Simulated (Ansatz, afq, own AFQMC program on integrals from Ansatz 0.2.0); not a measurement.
AFQMC on a folder of integrals that Ansatz 0.2.0 wrote.

```yaml
crystal:
  periodic: [false, false, false]
  atoms:
    - {symbol: Ge, position_ang: [0.000000, 0.022724, 1.502545]}
    - {symbol: Ge, position_ang: [0.000000, -0.042408, -1.565763]}
    - {symbol: H, position_ang: [0.000000, 1.392967, 2.206617]}
    - {symbol: H, position_ang: [1.233110, -0.761013, 2.006517]}
    - {symbol: H, position_ang: [-1.233110, -0.761013, 2.006517]}
    - {symbol: H, position_ang: [0.000000, 1.547703, -1.663672]}
basis:
  gaussian: {orbitals: 6-31G}
magnetization: {spin_polarized: true, initial_magnetization: 0}
correlation: {method: ccsd_t, electrons: outside_noble_gas, hamiltonian_folder: ham}
```

```sh
$ ansatz run in.yaml --threads 1 --pin off --events-out ev --progress --plain --max-ram 1382MiB
```

afq runs on the folder ham with

```
--method phaseless --trial cisd --walkers 160 --populations 1 --least-time 40 --time-step 0.0025 --steps-per-block 50 --equilibration-blocks 80 --max-blocks 12 --target-error 0.00084 --factor-cut 1e-05 --start spin_pure --seed 6595 --taylor-order 6
```

Times are imaginary, in 1/Eh. The walk had a cap of 90 s. Filled inner d shells are frozen with the cores.

```
orbitals 38  electrons 6 6  factors 322 of 628
reference energy -4152.29167568 Eh
CCSD correlation -0.13944941 Eh in 11 cycles, weight of the determinant in the CISD state 0.8728
energy of the start -4152.431125 Eh
 block  time / (1/Eh)  mean weight  energy / Eh
     1     0.125  1.0000  -4152.429760
     2     0.250  0.9998  -4152.429135
     3     0.375  1.0003  -4152.428835
     4     0.500  1.0001  -4152.428955
     5     0.625  0.9999  -4152.429008
     6     0.750  1.0001  -4152.428988
     7     0.875  1.0004  -4152.429546
     8     1.000  1.0001  -4152.430103
     9     1.125  0.9997  -4152.430415
    10     1.250  1.0006  -4152.430551
    11     1.375  1.0005  -4152.430707
    12     1.500  1.0000  -4152.431231
    13     1.625  0.9999  -4152.431556
    14     1.750  1.0000  -4152.431442
    15     1.875  0.9999  -4152.431656
    16     2.000  0.9998  -4152.431913
    17     2.125  0.9996  -4152.431729
    18     2.250  1.0000  -4152.431414
    19     2.375  1.0004  -4152.431779
no energy: too few blocks
```

The time cap ended the run before it passed its tests.

A setting was made bad on purpose (too few blocks), but the run ended before it gave an energy.

Cautions: no relativity below Rb; no spin-orbit coupling; inner d shell frozen; the determinant is a saddle point among determinants of its kind.

A walk keeps the symmetry of its determinant, which the program's search chose and which needn't be the lowest solution, so a lower state of the same spin and another symmetry isn't excluded.
